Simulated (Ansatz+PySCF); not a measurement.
A calculation with Ansatz (development build ahead of 0.2.0).

```yaml
crystal:
  periodic: [false, false, false]
  atoms:
    - { symbol: C, position_ang: [0.0, 0.0, 0.09672] }
    - { symbol: H, position_ang: [0.0, 0.93701, -0.32431] }
    - { symbol: H, position_ang: [0.0, -0.93701, -0.32431] }
basis:
  gaussian: { orbitals: cc-pVTZ }
magnetization:
  initial_magnetization: 2
hamiltonian:
  xc: hf
correlation:
  method: ccsd_t
  frozen_orbitals: { C: 1, H: 0 }
scf:
  omitted_lower_state_checks: [stability, starts, atomic_configurations, cluster_reference, orbital_swaps, given_window_search, neighbouring_geometries, increment]
```

The input is written out in the form of the current development build from the run's settings. Correlation on restricted open-shell orbitals is semicanonical, with singles.

Results

| Quantity | Value |
| --- | --- |
| Converged | yes |
| Reference energy | -38.92977 hartree |
| CCSD correlation energy | -0.14080 hartree |
| Triples correction | -0.00330 hartree |
| Total energy | -39.07387 hartree |
| Spin squared of the determinant | 2.000 |
